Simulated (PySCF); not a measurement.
**C₃: structure of the singlet**

Where does singlet C₃ go from a equilateral triangle start, is the end point a minimum, and what are its modes, charges and moments?

Computed with PySCF 2.14.0. Level: PBE0, basis C def2-TZVP, no relativity, density fitting.

### 1 Where the work starts

3 atoms, charge 0, spin multiplicity 1.

Bond lengths: C1–C2 1.500 Å, C1–C3 1.500 Å, C2–C3 1.500 Å. Angles: C2–C1–C3 60.0°, C1–C2–C3 60.0°, C1–C3–C2 60.0°.

```xyz
3
charge 0 multiplicity 1
C     0.0000    0.8660    0.0000
C     0.7500   -0.4330    0.0000
C    -0.7500   -0.4330    0.0000
```

### 2 The SCF at the typed geometry

The steps below are one call of a driver around PySCF. For each, scf.py gives the equivalent set-up of the SCF; relaxations use the driver's own optimiser. After this first run the driver tries any further starts and a stability analysis.

File scf.py:

```python
from pyscf import gto, scf, dft
mol = gto.M(atom='''
C      0.000000     0.866000     0.000000
C      0.750000    -0.433000     0.000000
C     -0.750000    -0.433000     0.000000''',
    basis={'C': 'def2-TZVP'},
    charge=0, spin=0)
mf = dft.RKS(mol, xc='PBE0')
mf.grids.atom_grid = (50, 194)
aux = {'C': 'def2-universal-JKFIT'}
mf = mf.density_fit(auxbasis=aux)
mf.conv_tol = 1e-08
mf.diis_space = 10
mf.max_cycle = 60
mf.init_guess = 'minao'
mf.verbose = 4
mf.kernel()
```

Run with:

```
$ OMP_NUM_THREADS=2 python axn.py task.json out
```

What it wrote:

```text
init E= -114.050807937796
cycle= 1 E= -113.831403341856  delta_E= 0.219  |g|= 0.172  |ddm|= 1.59
  HOMO = -0.303608186575623  LUMO = -0.250437890729351  gap/eV = 1.44684
cycle= 2 E= -113.832959826483  delta_E= -0.00156  |g|= 0.154  |ddm|= 0.285
  HOMO = -0.290407494540116  LUMO = -0.229580908383777  gap/eV = 1.65518
cycle= 3 E= -113.830718111378  delta_E= 0.00224  |g|= 0.182  |ddm|=  0.2
  HOMO = -0.283325574124614  LUMO = -0.223834670245019  gap/eV = 1.61883
cycle= 4 E= -113.839410221366  delta_E= -0.00869  |g|= 0.0258  |ddm|= 0.114
  HOMO = -0.2860542992915  LUMO = -0.225602616489706  gap/eV = 1.64497
cycle= 5 E= -113.839591072544  delta_E= -0.000181  |g|= 0.00186  |ddm|= 0.0189
  HOMO = -0.286097246650876  LUMO = -0.225623944219368  gap/eV = 1.64556
cycle= 6 E= -113.839592131089  delta_E= -1.06e-06  |g|= 0.000441  |ddm|= 0.00326
  HOMO = -0.286057156144743  LUMO = -0.225588628960701  gap/eV = 1.64543
cycle= 7 E= -113.83959220189  delta_E= -7.08e-08  |g|= 0.000294  |ddm|= 0.000668
  HOMO = -0.286058440571583  LUMO = -0.225587221842069  gap/eV = 1.64551
cycle= 8 E= -113.839592227249  delta_E= -2.54e-08  |g|= 7.32e-05  |ddm|= 0.000317
  HOMO = -0.286061798748626  LUMO = -0.225588572065725  gap/eV = 1.64556
cycle= 9 E= -113.839592229135  delta_E= -1.89e-09  |g|= 6.02e-06  |ddm|= 0.000118
  HOMO = -0.286060560023994  LUMO = -0.225587482679565  gap/eV = 1.64556
Extra cycle  E= -113.839592229146  delta_E= -1.06e-11  |g|= 3.13e-06  |ddm|= 8.67e-06
converged SCF energy = -113.839592229146
```

This step, with its further starts and checks, ran for 3.2 s (2 threads of Arm Neoverse V1, shared host).

The starts that the driver tried:

```csv
start,energy (Eh)
the minimal-basis guess,-113.839592
a thermally smeared density,-113.839592
a smeared PBE density,-113.839592
```

No lower closed-shell solution turned up from the other starts or in the test of internal stability.

### 3 Equilateral triangle start, singlet: relaxation

The program finds D3h symmetry in the start, which this walk keeps.

Edit scf.py of step 2 so:

```diff
@@ -3,3 +3,3 @@
-C      0.000000     0.866000     0.000000
-C      0.750000    -0.433000     0.000000
-C     -0.750000    -0.433000     0.000000''',
+C     -0.000011     0.866013     0.000000
+C      0.749994    -0.432997    -0.000000
+C     -0.749983    -0.433016    -0.000000''',
@@ -15 +14,0 @@
-mf.init_guess = 'minao'
```

Steps of the walk:

```csv
step,energy (Eh),change (kJ/mol),largest symmetric gradient (Eh/bohr)
0,-113.839585,0.00,0.10766
1,-113.864592,-65.66,0.00365
2,-113.864606,-65.69,0.00161
3,-113.864610,-65.70,0.00001
```

The walk took 2.4 s.

End point (D3h, 3 steps, 65.7 kJ/mol gained): C–C 1.375 Å (×3); C–C–C 60.0° (×3). A gradient of 0.1132 Eh/bohr that breaks the symmetry is left: this electronic state wants a lower symmetry.

### 4 Relaxing without the symmetry constraint

The geometry is nudged along the force that breaks the symmetry.

The program finds C2v symmetry in the start, which may break.

Edit scf.py of step 3 so:

```diff
@@ -3,3 +3,3 @@
-C     -0.000011     0.866013     0.000000
-C      0.749994    -0.432997    -0.000000
-C     -0.749983    -0.433016    -0.000000''',
+C     -0.000020     0.727158     0.000000
+C      0.737482    -0.363559    -0.000000
+C     -0.737462    -0.363599    -0.000000''',
```

The optimiser's trace:

```csv
step,energy (Eh),change (kJ/mol),largest gradient (Eh/bohr)
0,-113.894469,0.00,0.06394
1,-113.909309,-38.96,0.03828
2,-113.918498,-63.09,0.01966
3,-113.924497,-78.84,0.01297
4,-113.927674,-87.18,0.01690
5,-113.928945,-90.52,0.01317
6,-113.929591,-92.21,0.00642
7,-113.929902,-93.03,0.00607
8,-113.930121,-93.60,0.00251
9,-113.930121,-93.60,0.01358
10,-113.930247,-93.93,0.00355
11,-113.930262,-93.98,0.00925
12,-113.930341,-94.18,0.00421
13,-113.930397,-94.33,0.00397
14,-113.930429,-94.41,0.00757
15,-113.930535,-94.69,0.00341
16,-113.930558,-94.75,0.00427
17,-113.930587,-94.83,0.00336
18,-113.930616,-94.90,0.00333
19,-113.930622,-94.92,0.00486
20,-113.930637,-94.96,0.00057
21,-113.930641,-94.97,0.00028
22,-113.930643,-94.98,0.00068
23,-113.930644,-94.98,0.00020
```

The walk took 16 s.

Positions (Å) and forces (eV/Å) along the way:

```
step 0
C    0.000   0.727   0.000   0.000  -2.266   0.000
C    0.737  -0.364   0.000   3.288   1.133   0.000
C   -0.737  -0.364   0.000  -3.288   1.133   0.000
step 1
C    0.000   0.683   0.000   0.000  -0.837   0.000
C    0.797  -0.341   0.000   1.968   0.418   0.000
C   -0.797  -0.341   0.000  -1.968   0.418   0.000
step 12
C    0.000   0.238   0.000   0.093  -0.129   0.000
C    1.242  -0.119   0.000  -0.216   0.078   0.000
C   -1.241  -0.119   0.000   0.124   0.051   0.000
step 23
C    0.000   0.002   0.000  -0.010  -0.001   0.000
C    1.288  -0.001   0.000   0.000   0.000   0.000
C   -1.288  -0.001   0.000   0.010   0.000   0.000
```

After 23 steps and 95.0 kJ/mol it ends at D∞h: C–C 1.288 Å (×2); C–C–C 179.7°.

### 5 Hessian and properties

The point is checked on the finer grid, and tightened if its gradient asks for it. The Hessian and the dipole derivatives come from central differences of analytic gradients, with steps of 0.02 bohr.

Edit scf.py of step 4 so:

```diff
@@ -3,3 +3,3 @@
-C     -0.000020     0.727158     0.000000
-C      0.737482    -0.363559    -0.000000
-C     -0.737462    -0.363599    -0.000000''',
+C      0.000000     0.000000     0.000000
+C      1.288324     0.000069    -0.000000
+C     -1.288324    -0.000069     0.000000''',
@@ -9 +9 @@
-mf.grids.atom_grid = (50, 194)
+mf.grids.atom_grid = (75, 302)
@@ -12 +12 @@
-mf.conv_tol = 1e-08
+mf.conv_tol = 1e-10
```

This SCF starts from the last density.

SCF at the final geometry:

```text
init E= -113.930643474478
  HOMO = -0.351300495323514  LUMO = -0.166224362326621  gap/eV = 5.03618
cycle= 1 E= -113.930643473632  delta_E= 8.45e-10  |g|= 5.51e-05  |ddm|= 4.63e-05
  HOMO = -0.351300526845005  LUMO = -0.166224348737211  gap/eV = 5.03618
cycle= 2 E= -113.93064346486  delta_E= 8.77e-09  |g|= 0.000177  |ddm|= 0.000149
  HOMO = -0.351300509103204  LUMO = -0.166224342386786  gap/eV = 5.03618
cycle= 3 E= -113.930643474567  delta_E= -9.71e-09  |g|= 1.24e-06  |ddm|= 0.000114
  HOMO = -0.351300494337661  LUMO = -0.166224340279363  gap/eV = 5.03618
cycle= 4 E= -113.930643474568  delta_E= -8.81e-13  |g|= 1.32e-08  |ddm|= 8.3e-07
  HOMO = -0.351300500940852  LUMO = -0.166224346686042  gap/eV = 5.03618
Extra cycle  E= -113.930643474567  delta_E= 5.68e-13  |g|= 7.26e-09  |ddm|= 4.26e-08
converged SCF energy = -113.930643474567
```

The whole step took 7.1 s.

Geometry: D∞h; C–C 1.288 Å (×2); C–C–C 180.0°.

Modes, for the most abundant isotopes:

```tsv
symmetry	ω (cm⁻¹)	IR (km/mol)
πu	84	32.0
σg+	1250	0.0
σu+	2159	915
```

No imaginary mode, so this is a minimum.

Constants and moments:

| Item | Value |
| --- | --- |
| Dipole moment | 0.00 D |
| Highest occupied level | -9.56 eV |
| Lowest empty level | -4.52 eV |
| Rotational constants | 0.4232 cm⁻¹ |
| Zero-point energy | 21.4 kJ/mol |
| Principal polarisabilities | 22.4, 22.4, 49.3 bohr³ |
| Atomisation energy without zero-point energy | 1351 kJ/mol |
| Principal traceless quadrupole moments about the centre of mass | -6.03, 3.02, 3.02 D Å |
| Entropy at 298.15 K and 1 bar | 239.4 J/(mol K) |
| Heat capacity Cp at 298.15 K | 46.3 J/(mol K) |
| Enthalpy at 298.15 K above 0 K | 12.73 kJ/mol |
| Rotational symmetry number | 2 |

Charges (e) and bond orders:

```json
{"atom": "C1", "Mulliken": "0.16", "Löwdin": "-0.26", "polar tensor": "-0.67", "Mayer order to C1": "–"}
{"atom": "C2,3", "Mulliken": "-0.08", "Löwdin": "0.13", "polar tensor": "0.34", "Mayer order to C1": "1.53"}
```

Mulliken populations on C1: s 3.12, p 2.67, d 0.04, f 0.01.

### 6 Stability of the closed shell

At the lowest minimum the closed shell is tested against spin polarisation, on the (50, 194) grid. It is stable.

### 7 Density, ELF and potential

The plane holds C1 at (0.00, 0.00), C2 at (1.29, 0.00), C3 at (-1.29, 0.00) Å. Columns run from x = -3.15 to 3.45 Å, rows from y = 2.25 (top) to -1.95 Å, in steps of 0.3 Å.

Density (cut at 5 e/Å³):

Ten steps from '0' (0.000 e/Å³) to '9' (5.000 e/Å³), finer at the low end (step k begins (100^(k/10) - 1)/99 of the way up):
```
00000000000000000000000
00000000000000000000000
00000000000000000000000
00001111111111111100000
00012233333333332210000
00124455555555554421000
00235666777777666532000
01246899889988998642100
01246899889988998642100
00235666777777666532000
00124455555555554421000
00012233333333332210000
00001111111111111100000
00000000000000000000000
00000000000000000000000
```

ELF (0 where the density is under 0.005 e/Å³):

Ten even steps from '0' (0.00) to '9' (0.99):
```
00000000000000000000000
00000000001100000000000
00043211123321112340000
00777532245542235777000
08999854466664458999800
79999965777777569999970
89999924884488429999980
99999590974479095999990
99999590974479095999990
89999924884488429999980
79999965777777569999970
08999854466664458999800
00777532245542235777000
00043211123321112340000
00000000001100000000000
```

Highest occupied orbital at -9.56 eV (sign arbitrary; one member if degenerate):

Ten even steps from '0' (-0.75 Å^-3/2) to '9' (0.75 Å^-3/2):
```
55555555555444444444444
55555555555444444444444
55555555555444444444444
55555555544554444444444
55555555444555444444444
55566665444555433334444
55567874334566521234444
55678951212787840123444
55678951212787840123444
55567874334566521234444
55566665444555433334444
55555555444555444444444
55555555544554444444444
55555555555444444444444
55555555555444444444444
```

Values on the line from C1 (at 0) through C2 (at 1.288 Å):

```csv
distance (Å),density (e/Å³),ELF,electrostatic potential (V)
-0.45,2.74,0.702,50.8
-0.32,3.29,0.127,95.2
-0.19,14,0.622,218
-0.06,202,1,994
0.13,50.4,0.989,393
0.26,5.31,0.127,139
0.39,2.85,0.367,68.1
0.52,2.69,0.855,40
0.64,2.64,0.926,32.6
0.77,2.69,0.9,41.3
0.90,2.86,0.449,70.5
1.03,5.42,0.156,142
1.16,51.2,0.992,396
1.35,202,1,996
1.48,14,0.623,219
1.61,3.27,0.193,93.3
1.74,2.23,0.87,45.1
1.87,1.56,0.984,22.2
2.00,1.02,0.993,10.5
```

Making the fields ran for 0.5 s (2 threads of Arm Neoverse V1, shared host).

### 8 Summary of results

| quantity | value |
| --- | --- |
| minimum | singlet, D∞h |
| geometry | C–C 1.288 Å (×2); C–C–C 180.0° |
| wavenumbers (cm⁻¹) | 84 (πu), 1250 (σg+), 2159 (σu+) |
| dipole moment | 0.00 D |
| highest occupied, lowest empty level | -9.56, -4.52 eV |
| polar-tensor charge of C1 | -0.67 e |
| zero-point energy | 21.4 kJ/mol |
| entropy at 298.15 K | 239.4 J/(mol K) |
| atomisation energy (no zero-point energy) | 1351 kJ/mol |

In words: From D3h at the start the molecule goes to a D∞h minimum. The strongest infrared band lies at 2159 cm⁻¹ (σu+, stretch). C1 has a polar-tensor charge of -0.7 e (a dipole derivative, not a static charge), yet symmetry cancels the bond dipoles. Other starts or spin states, not run here, may lie lower.

The search up to here took 30 s.
